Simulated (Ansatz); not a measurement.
# NH3 with CH4S: superposition error and deformation, part 2 of 3

Ansatz 0.2.0, Gaussian basis. The steps go on from the part before.

## (12) HSE06-D4/def2-TZVPPD

The inputs:

a/in.yaml

```yaml
crystal:
  periodic: [false, false, false]
  atoms:
    - {symbol: N, position_ang: [0.090063, -0.102614, -2.024554]}
    - {symbol: H, position_ang: [1.002525, 0.308226, -2.180623]}
    - {symbol: H, position_ang: [-0.196795, -0.536461, -2.893230]}
    - {symbol: H, position_ang: [-0.548128, 0.663540, -1.843990]}
basis:
  gaussian: {orbitals: "def2-TZVPPD.json"}
hamiltonian: {xc: hse06, dispersion: d4}
```

b/in.yaml

```yaml
crystal:
  periodic: [false, false, false]
  atoms:
    - {symbol: C, position_ang: [-0.073138, -0.536572, 1.360633]}
    - {symbol: S, position_ang: [0.109411, 1.237501, 1.080373]}
    - {symbol: H, position_ang: [0.718362, -0.920423, 2.003261]}
    - {symbol: H, position_ang: [0.010252, -0.983192, 0.368821]}
    - {symbol: H, position_ang: [-1.050028, -0.772690, 1.781054]}
    - {symbol: H, position_ang: [-0.062526, 1.642586, 2.348357]}
basis:
  gaussian: {orbitals: "def2-TZVPPD.json"}
hamiltonian: {xc: hse06, dispersion: d4}
```

Each run has its own folder and the same command.

Command:

```console
ansatz run in.yaml --threads 4 --pin off --events-out ev --progress --plain --max-ram 9574MiB
```

Log of a (excerpt; [...] marks lines left out):

```text
Functional definition: HSE06
  name "HSE06"
  cite "Heyd, Scuseria & Ernzerhof, J. Chem. Phys. 118, 8207 (2003) doi:10.1063/1.1564060"
  cite "Krukau, Vydrov, Izmaylov & Scuseria, J. Chem. Phys. 125, 224106 (2006) doi:10.1063/1.2404663"
  cite "Heyd & Scuseria, J. Chem. Phys. 120, 7274 (2004) doi:10.1063/1.1668634"
  cite "Ernzerhof & Perdew, J. Chem. Phys. 109, 3313 (1998) doi:10.1063/1.476928"
[...]
  # The whole range is PBE's own exchange, as in plane waves. The composition of these papers is wPBEh.
[...]
356 factors; their error is unknown
44 factors; integrals over basis functions are off by at most 2.9e-6 eV
[...]
mean field -1537.82529605 eV, -56.5140372543 hartree, gradient 4.2e-5 eV, S^2 0.000000; 0 other end points of the search recorded, 0 dependent functions left out
reference -1537.82532250 eV, -56.5140382265 hartree; 5, 5 occupied and 83, 83 virtual orbitals, 356 factors
Total energy: -1537.83352502 eV, -56.5143396636 hartree
```

Log of b (excerpt; [...] marks lines left out):

```text
[... 6 set-up lines as earlier in the session ...]
[...]
766 factors; their error is unknown
76 factors; integrals over basis functions are off by at most 1.2e-5 eV
[...]
mean field -11932.95838292 eV, -438.5281321226 hartree, gradient 7.0e-5 eV, S^2 0.000000; 0 other end points of the search recorded, 0 dependent functions left out
reference -11932.95843175 eV, -438.5281339170 hartree; 13, 13 occupied and 143, 143 virtual orbitals, 766 factors
Total energy: -11933.00994266 eV, -438.5300269081 hartree
```

Wall times: 0.35 s (a), 1.1 s (b) on 4 threads of Arm Neoverse V1, shared host.

## (13) CCSD(T)/def2-TZVPPD

Each input of step 12 (a, b) changes in the same lines:

```diff
-hamiltonian: {xc: hse06, dispersion: d4}
+correlation: {method: ccsd_t}
```

The same command starts each run, in its folder.

Command:

```console
ansatz run in.yaml --threads 4 --pin off --events-out ev --progress --plain --max-ram 9574MiB
```

Output in a (excerpt; [...] marks lines left out):

```text
Functional definition: HF
  name "HF"
  cite "Fock, Z. Phys. 61, 126 (1930) doi:10.1007/BF01340294"
[... 1 set-up line as earlier in the session ...]
[...]
497 factors; integrals over basis functions are off by at most 9.7e-4 eV
[...]
mean field -1529.87643120 eV, -56.2219218590 hartree, gradient 5.0e-7 eV, S^2 0.000000; 0 other end points of the search recorded, 0 dependent functions left out
1 core orbitals not correlated: weight in the atoms' cores, before any rotation towards them, 1.000 or more for the frozen orbitals, at most 0.000 for the correlated occupied ones
reference -1529.87643120 eV, -56.2219218590 hartree; 4, 4 occupied and 83, 83 virtual orbitals, 497 factors
second order -6.43560763 eV of doubles, -0.00000000 eV of singles
cycle   1  -6.61152394 eV  change   -1.8e-1 eV  update   4.2e-2
[...]
cycle   9  -6.76790607 eV  change    3.2e-6 eV  update   5.7e-6
perturbative correction -0.21615030 eV, -0.0079433770 hartree
Total energy: -1536.86048756 eV, -56.4785811965 hartree
```

Log of b (excerpt; [...] marks lines left out):

```text
[... 4 set-up lines as earlier in the session ...]
[...]
874 factors; integrals over basis functions are off by at most 1.1e-3 eV
[...]
mean field -11911.86585892 eV, -437.7529961625 hartree, gradient 2.1e-6 eV, S^2 0.000000; 0 other end points of the search recorded, 0 dependent functions left out
6 core orbitals not correlated: weight in the atoms' cores, before any rotation towards them, 1.000 or more for the frozen orbitals, at most 0.000 for the correlated occupied ones
reference -11911.86585892 eV, -437.7529961625 hartree; 7, 7 occupied and 143, 143 virtual orbitals, 874 factors
second order -9.93966440 eV of doubles, -0.00000000 eV of singles
cycle   1  -10.55361229 eV  change   -6.1e-1 eV  update   6.4e-2
[...]
cycle   8  -10.86073904 eV  change   -2.7e-6 eV  update   1.7e-5
perturbative correction -0.43593009 eV, -0.0160201353 hartree
Total energy: -11923.16252805 eV, -438.1681410958 hartree
```

They took 0.7 s (a), 6.5 s (b) on 4 threads of Arm Neoverse V1, shared host; peak memory 1 GiB.

## (14) Relaxing NH3 alone

File relax-a/in.yaml:

```yaml
crystal:
  periodic: [false, false, false]
  atoms:
    - {symbol: N, position_ang: [0.090063, -0.102614, -2.024554]}
    - {symbol: H, position_ang: [1.002525, 0.308226, -2.180623]}
    - {symbol: H, position_ang: [-0.196795, -0.536461, -2.893230]}
    - {symbol: H, position_ang: [-0.548128, 0.663540, -1.843990]}
basis:
  gaussian: {orbitals: def2-TZVP}
hamiltonian: {xc: pbe0, dispersion: d4}
relax: {f_tol: 0.005, max_steps: 200}
```

Command:

```console
ansatz run in.yaml --threads 4 --pin off --events-out ev --progress --plain --max-ram 9574MiB
```

The program printed (excerpt; [...] marks lines left out):

```text
[... 5 set-up lines as earlier in the session ...]
[...]
287 factors; their error is unknown
[...]
mean field -1537.79915307 eV, -56.5130765175 hartree, gradient 5.5e-6 eV, S^2 0.000000; 0 other end points of the search recorded, 0 dependent functions left out
[...]
Total energy: -1537.80844348 eV, -56.5134179338 hartree
Atom 0 at     0.090682    -0.101727    -2.023058 Å, force     0.000098    -0.000985     0.001118 eV/Å
Atom 1 at     1.003481     0.306739    -2.181841 Å, force     0.000373     0.000336    -0.000347 eV/Å
Atom 2 at    -0.196639    -0.534360    -2.892271 Å, force    -0.000101     0.000064    -0.000606 eV/Å
Atom 3 at    -0.549859     0.662038    -1.845227 Å, force    -0.000369     0.000585    -0.000165 eV/Å
Dipole moment:    -0.004713     0.231372    -0.265963 e Å
```

It took 0.75 s on 4 threads of Arm Neoverse V1, shared host.

Step by step:

```tsv
step	energy from step 1 (eV)	largest force component (eV/Å)
1	0.0000	0.0529
2	-0.0001	0.0217
3	-0.0002	0.0011
```

Close pairs (by a distance rule), those that changed most:

```tsv
bond	before (Å)	after (Å)	change (Å)
N1–H4	1.013	1.013	-0.001
N1–H2	1.013	1.013	-0.000
N1–H3	1.012	1.013	+0.000
```

## (15) Relaxing CH4S alone

File relax-b/in.yaml:

```yaml
crystal:
  periodic: [false, false, false]
  atoms:
    - {symbol: C, position_ang: [-0.073138, -0.536572, 1.360633]}
    - {symbol: S, position_ang: [0.109411, 1.237501, 1.080373]}
    - {symbol: H, position_ang: [0.718362, -0.920423, 2.003261]}
    - {symbol: H, position_ang: [0.010252, -0.983192, 0.368821]}
    - {symbol: H, position_ang: [-1.050028, -0.772690, 1.781054]}
    - {symbol: H, position_ang: [-0.062526, 1.642586, 2.348357]}
basis:
  gaussian: {orbitals: def2-TZVP}
hamiltonian: {xc: pbe0, dispersion: d4}
relax: {f_tol: 0.005, max_steps: 200}
```

Command:

```console
ansatz run in.yaml --threads 4 --pin off --events-out ev --progress --plain --max-ram 9574MiB
```

The program printed (excerpt; [...] marks lines left out):

```text
[... 5 set-up lines as earlier in the session ...]
[...]
627 factors; their error is unknown
[...]
mean field -11933.16568428 eV, -438.5357503071 hartree, gradient 5.1e-5 eV, S^2 0.000000; 0 other end points of the search recorded, 0 dependent functions left out
[...]
Atom 2 at     0.714444    -0.909395     2.002694 Å, force    -0.000142     0.000200    -0.000093 eV/Å
Atom 3 at     0.016891    -0.999937     0.378997 Å, force    -0.000050     0.000116     0.000453 eV/Å
Atom 4 at    -1.053140    -0.775239     1.770277 Å, force     0.000075    -0.000260    -0.000337 eV/Å
Atom 5 at    -0.045421     1.631936     2.355555 Å, force     0.000131     0.000462     0.001342 eV/Å
Dipole moment:    -0.046480    -0.261330     0.200715 e Å
```

Run time: 2.9 s. Hardware: 4 threads of Arm Neoverse V1, shared host.

The steps of the relaxation:

```tsv
step	energy from step 1 (eV)	largest force component (eV/Å)
1	0.0000	0.1181
2	-0.0024	0.0394
3	-0.0026	0.0082
4	-0.0026	0.0019
```

Distances of close pairs at the start and the end, largest changes first:

```tsv
bond	before (Å)	after (Å)	change (Å)
C1–S2	1.805	1.806	+0.001
C1–H4	1.091	1.090	-0.001
S2–H6	1.342	1.342	-0.000
C1–H5	1.089	1.089	-0.000
C1–H3	1.089	1.089	-0.000
```

## (16) PBE-D4/def2-TZVPPD

File free-a/in.yaml:

```yaml
crystal:
  periodic: [false, false, false]
  atoms:
    - {symbol: N, position_ang: [0.090682, -0.101727, -2.023058]}
    - {symbol: H, position_ang: [1.003481, 0.306739, -2.181841]}
    - {symbol: H, position_ang: [-0.196639, -0.534360, -2.892271]}
    - {symbol: H, position_ang: [-0.549859, 0.662038, -1.845227]}
basis:
  gaussian: {orbitals: "def2-TZVPPD.json"}
hamiltonian: {xc: pbe, dispersion: d4}
```

File free-b/in.yaml:

```yaml
crystal:
  periodic: [false, false, false]
  atoms:
    - {symbol: C, position_ang: [-0.075926, -0.528172, 1.357287]}
    - {symbol: S, position_ang: [0.095485, 1.248017, 1.077688]}
    - {symbol: H, position_ang: [0.714444, -0.909395, 2.002694]}
    - {symbol: H, position_ang: [0.016891, -0.999937, 0.378997]}
    - {symbol: H, position_ang: [-1.053140, -0.775239, 1.770277]}
    - {symbol: H, position_ang: [-0.045421, 1.631936, 2.355555]}
basis:
  gaussian: {orbitals: "def2-TZVPPD.json"}
hamiltonian: {xc: pbe, dispersion: d4}
```

Each run has its own folder and the same command.

Command:

```console
ansatz run in.yaml --threads 4 --pin off --events-out ev --progress --plain --max-ram 9574MiB
```

Log of free-a (excerpt; [...] marks lines left out):

```text
[... 4 set-up lines as earlier in the session ...]
[...]
356 factors; their error is unknown
[...]
mean field -1537.78621457 eV, -56.5126010366 hartree, gradient 4.2e-5 eV, S^2 0.000000; 0 other end points of the search recorded, 0 dependent functions left out
reference -1537.78624166 eV, -56.5126020321 hartree; 5, 5 occupied and 83, 83 virtual orbitals, 356 factors
Total energy: -1537.79761932 eV, -56.5130201535 hartree
```

free-b printed (excerpt; [...] marks lines left out):

```text
[... 4 set-up lines as earlier in the session ...]
[...]
728 factors; their error is unknown
[...]
mean field -11932.10168659 eV, -438.4966491132 hartree, gradient 1.8e-5 eV, S^2 0.000000; 0 other end points of the search recorded, 0 dependent functions left out
reference -11932.10173886 eV, -438.4966510340 hartree; 13, 13 occupied and 143, 143 virtual orbitals, 728 factors
Total energy: -11932.17022832 eV, -438.4991679752 hartree
```

Times: 0.25 s (free-a), 0.8 s (free-b) on 4 threads of Arm Neoverse V1, shared host.

## (17) r2SCAN-D4/def2-TZVPPD

The same edit goes into each in.yaml of step 16 (free-a, free-b):

```diff
-hamiltonian: {xc: pbe, dispersion: d4}
+hamiltonian: {xc: r2scan, dispersion: d4}
```

Each run has its own folder and the same command.

Command:

```console
ansatz run in.yaml --threads 4 --pin off --events-out ev --progress --plain --max-ram 9574MiB
```

Log of free-a (excerpt; [...] marks lines left out):

```text
[... 5 set-up lines as earlier in the session ...]
[...]
356 factors; their error is unknown
[...]
mean field -1538.79961283 eV, -56.5498427358 hartree, gradient 1.4e-5 eV, S^2 0.000000; 0 other end points of the search recorded, 0 dependent functions left out
reference -1538.79962081 eV, -56.5498430288 hartree; 5, 5 occupied and 83, 83 virtual orbitals, 356 factors
Total energy: -1538.80233369 eV, -56.5499427255 hartree
```

Output in free-b (excerpt; [...] marks lines left out):

```text
[... 5 set-up lines as earlier in the session ...]
[...]
728 factors; their error is unknown
[...]
mean field -11936.91146701 eV, -438.6734052834 hartree, gradient 1.9e-5 eV, S^2 0.000000; 0 other end points of the search recorded, 0 dependent functions left out
reference -11936.91148414 eV, -438.6734059129 hartree; 13, 13 occupied and 143, 143 virtual orbitals, 728 factors
Total energy: -11936.92696766 eV, -438.6739749218 hartree
```

They took 0.61 s (free-a), 1.7 s (free-b) on 4 threads of Arm Neoverse V1, shared host.

## (18) PBE0-D4/def2-TZVPPD

Each input of step 17 (free-a, free-b) changes in the same lines:

```diff
-hamiltonian: {xc: r2scan, dispersion: d4}
+hamiltonian: {xc: pbe0, dispersion: d4}
+output: {orbitals: {seedname: orbitals}}
```

Each run has its own folder and the same command.

Command:

```console
ansatz run in.yaml --threads 4 --pin off --events-out ev --progress --plain --max-ram 9574MiB
```

free-a printed (excerpt; [...] marks lines left out):

```text
[... 5 set-up lines as earlier in the session ...]
[...]
356 factors; their error is unknown
[...]
mean field -1537.91284485 eV, -56.5172546136 hartree, gradient 3.1e-5 eV, S^2 0.000000; 0 other end points of the search recorded, 0 dependent functions left out
reference -1537.91286472 eV, -56.5172553437 hartree; 5, 5 occupied and 83, 83 virtual orbitals, 356 factors
Total energy: -1537.92198026 eV, -56.5175903336 hartree
```

Log of free-b (excerpt; [...] marks lines left out):

```text
[... 5 set-up lines as earlier in the session ...]
[...]
766 factors; their error is unknown
[...]
mean field -11933.23982420 eV, -438.5384748990 hartree, gradient 2.9e-5 eV, S^2 0.000000; 0 other end points of the search recorded, 0 dependent functions left out
reference -11933.23986113 eV, -438.5384762560 hartree; 13, 13 occupied and 143, 143 virtual orbitals, 766 factors
Total energy: -11933.29596138 eV, -438.5405379023 hartree
```

They took 0.25 s (free-a), 0.95 s (free-b) on 4 threads of Arm Neoverse V1, shared host.

## (19) B3LYP-D4/def2-TZVPPD

The same edit goes into each in.yaml of step 18 (free-a, free-b):

```diff
-hamiltonian: {xc: pbe0, dispersion: d4}
-output: {orbitals: {seedname: orbitals}}
+hamiltonian: {xc: {name: B3LYP}, dispersion: d4}
```

The same command starts each run, in its folder.

Command:

```console
ansatz run in.yaml --threads 4 --pin off --events-out ev --progress --plain --max-ram 9574MiB
```

free-a printed (excerpt; [...] marks lines left out):

```text
[... 6 set-up lines as earlier in the session ...]
[...]
356 factors; their error is unknown
[...]
mean field -1539.90013217 eV, -56.5902860755 hartree, gradient 1.3e-5 eV, S^2 0.000000; 0 other end points of the search recorded, 0 dependent functions left out
reference -1539.90029811 eV, -56.5902921736 hartree; 5, 5 occupied and 83, 83 virtual orbitals, 356 factors
Total energy: -1539.91835850 eV, -56.5909558807 hartree
```

Log of free-b (excerpt; [...] marks lines left out):

```text
[... 6 set-up lines as earlier in the session ...]
[...]
754 factors; their error is unknown
[...]
mean field -11939.09283281 eV, -438.7535689979 hartree, gradient 5.7e-5 eV, S^2 0.000000; 0 other end points of the search recorded, 0 dependent functions left out
reference -11939.09307722 eV, -438.7535779800 hartree; 13, 13 occupied and 143, 143 virtual orbitals, 754 factors
Total energy: -11939.20442530 eV, -438.7576699462 hartree
```

They took 0.3 s (free-a), 1.1 s (free-b) on 4 threads of Arm Neoverse V1, shared host.

## (20) wB97X-V/def2-TZVPPD

Each input of step 19 (free-a, free-b) changes in the same lines:

```diff
-hamiltonian: {xc: {name: B3LYP}, dispersion: d4}
+hamiltonian: {xc: {name: wB97X-V}}
```

One command serves all of them, each in its own folder.

Command:

```console
ansatz run in.yaml --threads 4 --pin off --events-out ev --progress --plain --max-ram 9574MiB
```

Log of free-a (excerpt; [...] marks lines left out):

```text
[... 5 set-up lines as earlier in the session ...]
[...]
      + integral(e_c_pw_opposite_spin*poly(b97_u_opposite, cos0, cos1)) + vv10(b, c)
356 factors; their error is unknown
117 factors; integrals over basis functions are off by at most 7.7e-6 eV
[...]
mean field -1539.18336777 eV, -56.5639454697 hartree, gradient 2.7e-5 eV, S^2 0.000000; 0 other end points of the search recorded, 0 dependent functions left out
reference -1539.18336645 eV, -56.5639454209 hartree; 5, 5 occupied and 83, 83 virtual orbitals, 356 factors
Total energy: -1539.18336645 eV, -56.5639454209 hartree
```

free-b printed (excerpt; [...] marks lines left out):

```text
[... 5 set-up lines as earlier in the session ...]
[...]
      + integral(e_c_pw_opposite_spin*poly(b97_u_opposite, cos0, cos1)) + vv10(b, c)
749 factors; their error is unknown
211 factors; integrals over basis functions are off by at most 3.2e-5 eV
[...]
mean field -11936.44899648 eV, -438.6564098051 hartree, gradient 1.7e-5 eV, S^2 0.000000; 0 other end points of the search recorded, 0 dependent functions left out
reference -11936.44899414 eV, -438.6564097191 hartree; 13, 13 occupied and 143, 143 virtual orbitals, 749 factors
Total energy: -11936.44899414 eV, -438.6564097191 hartree
```

Times: 0.71 s (free-a), 2.5 s (free-b) on 4 threads of Arm Neoverse V1, shared host.

## (21) wB97M-V/def2-TZVPPD

Each input of step 20 (free-a, free-b) changes in the same lines:

```diff
-hamiltonian: {xc: {name: wB97X-V}}
+hamiltonian: {xc: {name: wB97M-V}}
```

The same command starts each run, in its folder.

Command:

```console
ansatz run in.yaml --threads 4 --pin off --events-out ev --progress --plain --max-ram 9574MiB
```

Output in free-a (excerpt; [...] marks lines left out):

```text
[... 5 set-up lines as earlier in the session ...]
  # Of w^i u^j: cxij and so on, Table III.
[...]
  gx(w, u) = 1 - cx + cx01*u + cx10*w
[...]
      + integral(e_c_pw_mod_opposite_spin*gos(b97_w_opposite, b97_u_opposite)) + vv10(b, c)
356 factors; their error is unknown
117 factors; integrals over basis functions are off by at most 7.7e-6 eV
[...]
mean field -1538.88755005 eV, -56.5530743689 hartree, gradient 3.0e-6 eV, S^2 0.000000; 0 other end points of the search recorded, 0 dependent functions left out
reference -1538.88758314 eV, -56.5530755848 hartree; 5, 5 occupied and 83, 83 virtual orbitals, 356 factors
Total energy: -1538.88758314 eV, -56.5530755848 hartree
```

Log of free-b (excerpt; [...] marks lines left out):

```text
[... 5 set-up lines as earlier in the session ...]
  # Of w^i u^j: cxij and so on, Table III.
[...]
  gx(w, u) = 1 - cx + cx01*u + cx10*w
[...]
      + integral(e_c_pw_mod_opposite_spin*gos(b97_w_opposite, b97_u_opposite)) + vv10(b, c)
728 factors; their error is unknown
211 factors; integrals over basis functions are off by at most 3.2e-5 eV
[...]
mean field -11936.95319868 eV, -438.6749388941 hartree, gradient 8.5e-5 eV, S^2 0.000000; 0 other end points of the search recorded, 0 dependent functions left out
reference -11936.95326116 eV, -438.6749411903 hartree; 13, 13 occupied and 143, 143 virtual orbitals, 728 factors
Total energy: -11936.95326116 eV, -438.6749411903 hartree
```

Times: 0.75 s (free-a), 2.8 s (free-b) on 4 threads of Arm Neoverse V1, shared host.

## (22) B2PLYP/def2-TZVPPD

Each input of step 21 (free-a, free-b) changes in the same lines:

```diff
-hamiltonian: {xc: {name: wB97M-V}}
+hamiltonian: {xc: {name: B2PLYP}}
```

One command serves all of them, each in its own folder.

Command:

```console
ansatz run in.yaml --threads 4 --pin off --events-out ev --progress --plain --max-ram 9574MiB
```

free-a printed (excerpt; [...] marks lines left out):

```text
[... 5 set-up lines as earlier in the session ...]
[...]
500 factors; integrals over basis functions are off by at most 6.5e-4 eV
[...]
mean field -1536.41572801 eV, -56.4622365843 hartree, gradient 1.6e-6 eV, S^2 0.000000; 0 other end points of the search recorded, 0 dependent functions left out
1 core orbitals not correlated: weight in the atoms' cores, before any rotation towards them, 1.000 or more for the frozen orbitals, at most 0.000 for the correlated occupied ones
reference -1536.41583160 eV, -56.4622403912 hartree; 4, 4 occupied and 83, 83 virtual orbitals, 500 factors
second order -7.69365333 eV of doubles, -0.00000000 eV of singles
Total energy: -1538.49311800 eV, -56.5385792583 hartree
```

free-b printed (excerpt; [...] marks lines left out):

```text
[... 5 set-up lines as earlier in the session ...]
[...]
874 factors; integrals over basis functions are off by at most 1.1e-3 eV
[...]
mean field -11930.58709324 eV, -438.4409888340 hartree, gradient 8.3e-6 eV, S^2 0.000000; 0 other end points of the search recorded, 0 dependent functions left out
6 core orbitals not correlated: weight in the atoms' cores, before any rotation towards them, 1.000 or more for the frozen orbitals, at most 0.000 for the correlated occupied ones
reference -11930.58724133 eV, -438.4409942765 hartree; 7, 7 occupied and 143, 143 virtual orbitals, 874 factors
second order -12.10241382 eV of doubles, -0.00000000 eV of singles
Total energy: -11933.85489306 eV, -438.5610782627 hartree
```

Wall times: 0.45 s (free-a), 1.8 s (free-b) on 4 threads of Arm Neoverse V1, shared host.

## (23) BLYP-D4/def2-TZVPPD

Each input of step 22 (free-a, free-b) changes in the same lines:

```diff
-hamiltonian: {xc: {name: B2PLYP}}
+hamiltonian: {xc: {name: BLYP}, dispersion: d4}
```

One command serves all of them, each in its own folder.

Command:

```console
ansatz run in.yaml --threads 4 --pin off --events-out ev --progress --plain --max-ram 9574MiB
```

free-a printed (excerpt; [...] marks lines left out):

```text
[... 4 set-up lines as earlier in the session ...]
[...]
356 factors; their error is unknown
[...]
mean field -1539.16533270 eV, -56.5632826932 hartree, gradient 2.5e-5 eV, S^2 0.000000; 0 other end points of the search recorded, 0 dependent functions left out
reference -1539.16556229 eV, -56.5632911302 hartree; 5, 5 occupied and 83, 83 virtual orbitals, 356 factors
Total energy: -1539.19301094 eV, -56.5642998495 hartree
```

Output in free-b (excerpt; [...] marks lines left out):

```text
[... 4 set-up lines as earlier in the session ...]
[...]
728 factors; their error is unknown
[...]
mean field -11937.63958024 eV, -438.7001629509 hartree, gradient 1.9e-5 eV, S^2 0.000000; 0 other end points of the search recorded, 0 dependent functions left out
reference -11937.63991435 eV, -438.7001752296 hartree; 13, 13 occupied and 143, 143 virtual orbitals, 728 factors
Total energy: -11937.79924109 eV, -438.7060303790 hartree
```

Wall times: 0.3 s (free-a), 1.1 s (free-b) on 4 threads of Arm Neoverse V1, shared host.

(Continued in part 3 of 3.)
